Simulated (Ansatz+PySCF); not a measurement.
Two shapes of singlet H₂O.

Shape 1:

```xyz
3

O     0.0000    0.0000   -0.1795
H     0.0000    1.1313    0.7180
H     0.0000   -1.1313    0.7180
```

Shape 2:

```xyz
3

O     0.0000    0.0000   -0.1197
H     0.0000    1.5084    1.0770
H     0.0000   -0.7542    0.4787
```

Basis set: cc-pVDZ (spherical functions). Correlated methods keep 1 orbital frozen. Charge 0, multiplicity 1.

Computed with Ansatz (development build ahead of 0.2.0); each method stands on the lowest determinant of its kind that the runs found.

(1) Which shape is lower in energy, and by how much in each method?

## Answers

(1)

```
             method  E(2) − E(1) (eV)
                UHF            -1.645
           RHF-CCSD            -0.138
 PBE (unrestricted)             0.203
  PBE0 (restricted)             0.227
PBE0 (unrestricted)            -0.214
```

The methods disagree on the order. Caution for UHF: the unrestricted determinant is a mixture of spin states. Caution for RHF-CCSD: bonds are stretched, where a single reference can fail; large amplitudes, a single reference is doubtful. Caution for RHF-CCSD, PBE0 (restricted): an unrestricted determinant lies well below. Caution for PBE0 (unrestricted): the unrestricted determinant is spin contaminated.
